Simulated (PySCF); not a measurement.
Gas-phase reaction: 4 CH₃SiH₃ + 3 C₄H₈ (cyclic) = 4 (CH₃)₃Si + 2 C₂H₆

Method: PySCF energies (xtb for GFN2) plus ideal-gas RRHO corrections (1 bar). † marks an energy on the PBE0/def2-TZVP geometry and frequencies; other levels use their own. MP2 and CCSD(T) freeze the core. 6-31G* has spherical d functions here. Open shells (unrestricted): (CH₃)₃Si (multiplicity 2); the rest are closed-shell singlets. GFN2 has no spin-polarisation term. B3LYP is the form with VWN-RPA correlation. (CH₃)₃Si: computed as isolated molecules; such fragments, hydroxides, amides, oligomers or adducts are transient or little studied in the gas. MP2 isn't extrapolated to the basis-set limit; its ΔH°(298 K) is 26.1 kJ in def2-SVP and -34.8 kJ in def2-TZVPP. CCSD(T) isn't extrapolated to the basis-set limit. The harmonic model lacks anharmonicity and excited electronic states, which grow with temperature; levels with a mode under 35 cm⁻¹ are left out. Internal rotation in CH₃SiH₃, (CH₃)₃Si, C₂H₆ is treated as a harmonic vibration of one conformer, which makes the entropy rough.

| level | ΔE electronic, kJ | ΔH°(298 K), kJ | ΔS°(298 K), J/K | ΔG°(2000 K), kJ |
|---|---|---|---|---|
| B3LYP/6-31G* | -54 | -5 | -3 | -61 |
| CCSD(T)/def2-SVP† | 5 | 50 | -5 | -8 |
| GFN2-xTB | 631 | 698 | -2 | 669 |
| HF/6-31G* | -128 | -83 | -13 | -130 |
| M06-2X/def2-TZVP† | -117 | -72 | -5 | -130 |
| MP2/def2-SVP† | -19 | 26 | -5 | -32 |
| PBE/def2-TZVP† | -118 | -72 | -5 | -130 |
| PBE0/def2-QZVP† | -119 | -73 | -5 | -131 |
| LDA/def2-TZVP† | -61 | -16 | -5 | -74 |
| ωB97X-V/def2-TZVP† | -35 | 11 | -5 | -48 |
ΔH° is lowest at HF/6-31G* and highest at GFN2-xTB. No reference value is set beside these.
